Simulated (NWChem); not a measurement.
# Correlation energy of pyrrole (C4H5N)

```xyz
10

C     -0.7108     0.0000     0.9829
C      0.7108     0.0000     0.9829
C      1.1192     0.0000    -0.3342
N      0.0000     0.0000    -1.1172
C     -1.1192     0.0000    -0.3342
H     -1.3652     0.0000     1.8525
H      1.3652     0.0000     1.8525
H      2.1156     0.0000    -0.7708
H      0.0000     0.0000    -2.1269
H     -2.1156     0.0000    -0.7708
```
Charge 0, spin multiplicity 1.

All runs are NWChem calculations. The geometry was optimised at PBE0/def2-SVP, a minimum by its harmonic frequencies.

Basis set: 6-31G*. Each correlation energy counts from its own Hartree-Fock reference.

The correlated methods keep 5 core orbitals frozen. The Pople sets run with spherical d functions. Coupled-cluster values serve here as a point of comparison, not as the truth.

**Question.** For the correlation energy, MP2 gives -667.6 mHa and CCSD gives -697.0 mHa. What do CCSD+T(CCSD), CR-CCSD(T), CR-CCSD[T] give?

**Answer.** CCSD+T(CCSD): -725.8 mHa; CR-CCSD(T): -716.8 mHa; CR-CCSD[T]: -717.5 mHa.
